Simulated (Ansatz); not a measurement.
# O–CH3, doublet: vertical spin and charge gaps

Geometry (PBE0/def2-TZVP stationary point for this spin, not checked as a minimum):

```xyz
5

O     0.0000    0.0011    0.6951
C     0.0000    0.0094   -0.6608
H     0.8686   -0.5694   -1.0215
H     0.0000    1.0088   -1.1162
H    -0.8686   -0.5694   -1.0215
```

Basis cc-pVDZ; Ansatz 0.2.0. Correlated methods freeze the noble-gas cores. Prefix R: restricted or restricted open-shell reference; prefix U: unrestricted. Active spaces: valence = (13e, 11o) chosen from the atoms' valence shells.

Gaps are energies of the second state less the first, at fixed atoms, for a selection of the levels run; each method lands on the state that its own search finds for that charge and spin.

For open shells CISD is restricted-active-space CI with the open shells as a complete middle space.

Problem. PBE gives 7.411 eV for quartet less doublet. Estimate what UCCSDT(Q) gives in cc-pVDZ.

Solution. UCCSDT(Q) in cc-pVDZ gives 8.029 eV, so against it PBE is off by -0.618 eV.

| level | gap (eV) | error (meV) |
| --- | --- | --- |
| RMP2 | 8.442 | 413 |
| RCCSD | 8.193 | 164 |
| UCCSD | 8.189 | 160 |
| RCCSD(T) | 8.065 | 36 |
| UCCSD(T) | 8.068 | 39 |
| RCCSDT | 8.043 | 14 |
| RCCSDT(Q) | 8.033 | 4 |
| CASSCF (valence space) | 8.483 | 454 |
| wB97M-V | 8.101 | 72 |
| B2PLYP | 7.964 | -65 |

Removing an electron, to the triplet: 10.279 eV at UCCSDT(Q).

```tsv
level	gap (eV)	error (meV)
RHF	9.828	-451
UHF	9.634	-645
RMP2	10.569	290
UMP2	10.533	254
CISD	10.307	28
RCCSD	10.324	45
UCCSD	10.322	43
RCCSD(T)	10.292	13
UCCSD(T)	10.293	14
BCCD(T)	10.296	17
RCCSDT	10.281	2
UCCSDT	10.281	2
RCCSDT(Q)	10.282	3
CASSCF (valence space)	9.510	-769
NEVPT2 (valence space)	10.171	-108
PBE	10.219	-60
r2SCAN	10.348	69
PBE0	10.450	171
B3LYP	10.498	219
wB97M-V	10.492	213
B2PLYP	10.429	150
RPA-PBE	10.383	104
```

In so small a basis the reference is far from its limit while semilocal and hybrid functionals are nearer theirs (RPA and double hybrids share much of the reference's basis error), so the functionals' errors here hold much of the reference's basis and frozen-core error, which can add to them or hide them.

Full CI isn't at hand for all of this; UCCSDT(Q) serves as the reference, and is uncertain by about the last step of the cluster series. The frozen core follows each run's orbitals, which can shift R against U totals by a few meV.
